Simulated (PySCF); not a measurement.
Ligands exchanged one at a time, Si F-OH. Isolated molecules, 0 K electronic values unless said otherwise. One relaxed conformer stands for each flexible species; it need not be the lowest. Strings in code marks are SMILES.

Computed with PBE-D3(BJ)/def2-TZVP // B3LYP-D3(BJ)/def2-TZVP run with PySCF. Excitations are Tamm–Dancoff values on a coarser integration grid. The basis has no diffuse functions, so Rydberg states are missing or too high.

```tsv
species	HOMO (eV)	S1 excitation (TDA) (eV)	HOMO–LUMO gap (eV)	T1 excitation (TDA) (eV)	S1 oscillator strength
0 of 4 F replaced by OH	-10.58	10.10	9.98	–	0.000
1 of 4 F replaced by OH (`O[Si](F)(F)F`)	-8.80	8.24	8.02	7.77	0.027
2 of 4 F replaced by OH (`O[Si](O)(F)F` (H–O–Si–F torsion 43°, F–Si–O–H torsion 85°))	…	7.74	…	7.44	0.002
3 of 4 F replaced by OH	-7.90	…	7.36	…	0.007
4 of 4 F replaced by OH (`O[Si](O)(O)O`)	…	6.96	…	6.76	0.005
```

Some entries are withheld; supply them.


- 2 of 4 F replaced by OH (`O[Si](O)(F)F` (H–O–Si–F torsion 43°, F–Si–O–H torsion 85°)), HOMO (eV): -8.29
- 2 of 4 F replaced by OH (`O[Si](O)(F)F` (H–O–Si–F torsion 43°, F–Si–O–H torsion 85°)), HOMO–LUMO gap (eV): 7.61
- 3 of 4 F replaced by OH, S1 excitation (TDA) (eV): 7.45
- 3 of 4 F replaced by OH, T1 excitation (TDA) (eV): 7.22
- 4 of 4 F replaced by OH (`O[Si](O)(O)O`), HOMO (eV): -7.31
- 4 of 4 F replaced by OH (`O[Si](O)(O)O`), HOMO–LUMO gap (eV): 6.88
